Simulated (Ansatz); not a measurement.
Run this with the Ansatz DFT code, driven from Python and show what comes out.

Script `disp_c6h5.py`:
```python
'''Dispersion corrections for C6H5.'''

import ansatz as az


def main() -> None:
    geometry_ang = [
        ('C', (1.9522, 0.014, -0.065)),
        ('C', (0.7153, -0.4531, -0.1736)),
        ('C', (0.1078, -1.7215, -0.5666)),
        ('C', (-1.1309, -1.241, -0.3653)),
        ('C', (-0.6079, 0.0611, 0.0416)),
        ('C', (-1.1329, 1.2135, 0.4371)),
        ('H', (2.1228, 1.0313, 0.2614)),
        ('H', (2.7954, -0.6207, -0.3026)),
        ('H', (-2.1255, -1.6547, -0.4651)),
        ('H', (-0.49, 2.0471, 0.6866)),
        ('H', (-2.2064, 1.324, 0.5115)),
    ]
    molecule = az.Crystal.molecule()
    for symbol, xyz in geometry_ang:
        molecule = molecule.atom(symbol, xyz)

    calc = (
        molecule.calculation()
        .basis(gaussian='def2-SVP')
        .spin('collinear', total=1)
    )
    for name in ['revpbe', 'b3lyp']:
        for correction in ('d3bj', 'd4'):
            rep = calc.functional(name, dispersion=correction).run().report
            print(f'{name:8s} {correction:5s} total {rep["free_energy_ev"]:.5f} eV, of which dispersion {1000 * rep["dispersion"]["energy"]["ev"]:.2f} meV')


if __name__ == '__main__':
    main()
```

```console
$ python disp_c6h5.py
revpbe   d3bj  total -6292.56225 eV, of which dispersion -614.08 meV
revpbe   d4    total -6292.75055 eV, of which dispersion -802.39 meV
b3lyp    d3bj  total -6293.86449 eV, of which dispersion -417.04 meV
b3lyp    d4    total -6293.83681 eV, of which dispersion -389.36 meV
```

Notes:
- Total energies depend on the basis set; only differences at equal settings carry meaning.
- The geometry is a force-field or estimated start, not a minimum of this method, and the basis set is short of its limit. D4 holds the three-body term, and d3bj doesn't.
- The species is open-shell (spin multiplicity 2).
- b3lyp holds the VWN-RPA fit, as in Gaussian; the form of ORCA and Turbomole is b3lyp5.
- Finished in 31 s on 1 thread of Arm Neoverse V1 (shared host), peak memory 0.35 GiB.
